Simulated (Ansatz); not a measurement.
System: corundum Cr2O3. Method: r²SCAN-D4 in Ansatz (PAW).

Run with plane-wave cutoff 560 eV, 8×8×8 k mesh, Fermi–Dirac smearing 0.01 eV, spin-polarised with opposed moments, scalar-relativistic PAW data made under PBE.

Cell (relaxed at this level):

```
Cr2O3
1.0
    4.75286    -2.46462     0.00993
    4.75286     2.46462     0.00993
    3.46631     0.00000     4.08029
Cr O
4 6
Direct
  0.84688   0.84688   0.84688
  0.34688   0.34688   0.34688
  0.15312   0.15312   0.15312
  0.65312   0.65312   0.65312
  0.44216   0.05784   0.75000
  0.05784   0.75000   0.44216
  0.55784   0.94216   0.25000
  0.25000   0.55784   0.94216
  0.94216   0.25000   0.55784
  0.75000   0.44216   0.05784
```
Starting moments (μB, in the order of the record's atoms Cr Cr Cr Cr O O O O O O): -3.0 -3.0 3.0 3.0 0.0 0.0 0.0 0.0 0.0 0.0.

Q: Predict the band gap, bulk modulus, smallest direct gap on the k points sampled and Γ–Γ gap.

A: 
- band gap: 2.59 eV (indirect)
- bulk modulus: 239 GPa
- smallest direct gap on the k points sampled: 2.64 eV
- Γ–Γ gap: 2.89 eV

Measured, for comparison: band gap 3.3 ± 0.1 eV (temperature not stated, not corrected to a static lattice, middle of the range; as tabulated in Medasani et al. (2019), arXiv:1904.04625); bulk modulus 234 GPa (temperature not stated, not corrected to a static lattice, our sources range from 206 to 245; as tabulated in Toher et al. (2017), arXiv:1611.05714). Computed (rounded) less measured: band gap -0.71 eV, bulk modulus not scored (sources differ).

Note: without U or exact exchange, gaps and moments of open d shells tend to come out too small; the bulk modulus comes from volumes at which shape and atoms were relaxed.

Static lattice: no zero-point or thermal effects.

The result took around 100 core-minutes (rough).

Ansatz is an electronic-structure program.
